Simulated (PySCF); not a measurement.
C6H9 (doublet state).
Atom-mapped SMILES: `[CH2:1]=[C:2][CH2:3][C:4](=[CH2:5])[CH3:6]` (hydrogens: H7, H8 on C1; H9, H10 on C3; H11, H12 on C5; H13, H14, H15 on C6)

Structure used (GFN2-xTB), in Å, numbered top down from 1:
```
atom  x, y, z in Å
C1     2.291    0.239   -0.267
C2     1.588   -0.257    0.698
C3     0.234   -0.639    1.088
C4    -0.747   -0.240    0.005
C5    -1.156   -1.102   -0.913
C6    -1.164    1.197    0.026
H7     1.884    0.543   -1.235
H8     3.359    0.380   -0.176
H9    -0.026   -0.143    2.028
H10    0.201   -1.720    1.249
H11   -1.829   -0.812   -1.703
H12   -0.840   -2.131   -0.911
H13   -1.768    1.444   -0.844
H14   -0.286    1.842    0.043
H15   -1.746    1.406    0.925
```

The hyperfine couplings belong to this conformer and change with its torsions.

Level of theory: UKS B3LYP, pcH-1 on C H, non-relativistic, mean-field spin-orbit, GIAO in PySCF 2.14.0. Isolated species at its GFN2-xTB geometry (one conformer only). A GFN2-xTB geometry isn't a minimum of the functional, and hyperfine couplings can be far from their values at a DFT geometry. The SCF solution wasn't tested for stability.

(1) Break the g tensor into its mass correction, gauge correction and orbital-Zeeman/spin–orbit terms.

(2) What are the electron Larmor frequencies g μB B/h along the three axes at 1200 mT?

(3) At 9.407 GHz, how far is the centre of the isotropic spectrum from where a free electron (g = 2.002319) resonates?

(4) What effective moment and Curie constant follow for a powder?

(5) In a frozen sample, at which fields do the three g values resonate at 9.5, 34, 94 and 263 GHz (hyperfine left aside), and which band first spreads them over more than twice a line width of 0.5 mT?

Answers

(1) 
| Δg (ppm) | 1 | 2 | 3 |
| --- | --- | --- | --- |
| relativistic mass correction | -151 | -151 | -151 |
| gauge correction | 35 | 8 | -13 |
| orbital Zeeman/spin–orbit | -649 | -30 | 706 |
| total | -765 | -173 | 542 |

So g = 2.00155, 2.00215, 2.00286 and g_iso = 2.00219; the tensor is rhombic: the two nearest values differ by 45 % of g3 − g1. 

(2) 33.6171, 33.6270, 33.6390 GHz for g1, g2 and g3, a range of 22.0 MHz.

(3) B = hν/(g μB) with μB/h = 13.99624 MHz/mT gives 335.67 mT for the free electron and 335.69 mT at g_iso, 0.02 mT higher.

(4) With the mean of g² = 4.0088 and S(S+1) = 0.75: μ_eff = √(⟨g²⟩S(S+1)) = 1.734 μB and χT = 0.12505·⟨g²⟩·S(S+1) = 0.376 cm³ K/mol (cgs; spin-Hamiltonian part alone).

(5) 
```tsv
band	GHz	B(g3) mT	B(g2) mT	B(g1) mT	spread mT
X	9.5	338.89	339.01	339.11	0.22
Q	34.0	1212.88	1213.31	1213.67	0.79
W	94.0	3353.25	3354.44	3355.44	2.19
J	263.0	9381.96	9385.30	9388.08	6.13
```

The spread grows in proportion to the frequency. W band is the first where it exceeds 1.0 mT.

Largest spin populations (Mulliken): C2 (+0.98), C1 (-0.16) and H7 (+0.10). C2 is the only atom above +0.15.

The HOMO–LUMO gaps are 5.91 eV among the α and 5.19 eV among the β orbitals.

The run took 35 s of wall time (grids of density and orbitals included) on one thread of an AMD EPYC 7B13, no GPU, shared host with 128 logical CPUs at a one-minute load of 17, and the process peaked at 0.96 GiB of memory.
